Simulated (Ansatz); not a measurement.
Base system: Ir in the fcc (Cu type) structure (space group Fm-3m, No. 225; a = 3.830 Å).

Calculations: PBEsol (Ansatz, a program for electronic structure), scalar-relativistic without spin-orbit coupling.

| level | lattice parameter a |
|---|---|
| PBEsol | 3.830 Å |

Measured: lattice parameter a 3.831 Å (static lattice; corrected from measurement; as listed in Daniel Mejia-Rodriguez, S. B. Trickey, Phys. Rev. B (2018)).

Computed minus measured — lattice parameter a: PBEsol -0.0 %.

No phonon test of stability was made. All final runs are without spin polarisation.
